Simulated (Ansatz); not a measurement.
Born–Oppenheimer molecular dynamics of C₄H₅ClO (11 atoms, charge 0, multiplicity 1). It starts from a relaxed structure.

Computed with Ansatz, RKS PBE0-D4/STO-3G.

```yaml
ensemble: NVT, Nosé–Hoover chain
time_step: 0.25 fs
steps_asked: 266
set_temperature: 500 K
thermostat: time constant 300 fs, chain length 3
seed: 417877
```

First frame:

```xyz
11
Properties=species:S:1:pos:R:3
C -0.118 -1.960 0.922
C 0.270 -0.725 0.647
O 1.424 0.105 0.622
C 0.114 0.677 0.230
C -0.075 1.153 -1.217
Cl -0.605 1.861 1.432
H 0.591 -2.717 1.264
H -1.166 -2.246 0.817
H -1.148 1.217 -1.444
H 0.380 2.143 -1.352
H 0.399 0.435 -1.901
```

(1) How far do the bonds stretch over the last three quarters of this one trajectory? (Pairs bonded in most of those frames.)

Results:

(1) 
| bond | mean (Å) | spread (Å) | shortest | longest |
| --- | --- | --- | --- | --- |
| C1–C2 | 1.322 | 0.008 | 1.31 | 1.34 |
| C1–H7 | 1.096 | 0.031 | 1.05 | 1.15 |
| C1–H8 | 1.098 | 0.039 | 1.04 | 1.16 |
| C2–O3 | 1.424 | 0.012 | 1.41 | 1.45 |
| C2–C4 | 1.462 | 0.012 | 1.44 | 1.49 |
| O3–C4 | 1.489 | 0.008 | 1.48 | 1.50 |
| C4–C5 | 1.542 | 0.029 | 1.50 | 1.60 |
| C4–Cl6 | 1.833 | 0.024 | 1.80 | 1.88 |
| C5–H9 | 1.101 | 0.009 | 1.08 | 1.12 |
| C5–H10 | 1.099 | 0.006 | 1.09 | 1.11 |
| C5–H11 | 1.101 | 0.012 | 1.08 | 1.12 |

Mean temperature of the second half: 213 K. The conserved energy stayed within 0.08 meV per atom of its start (net change 0.045 meV per atom), so the integration is sound. The mean temperature of the second half is 57 % below the set value. A run of 0.067 ps of so small a system gives no equilibrium averages. Limits of this set-up: minimal basis.

Time of the run: 8.1 min on 1 thread of Arm Neoverse V1, on a shared host, peak memory 0.093 GiB.
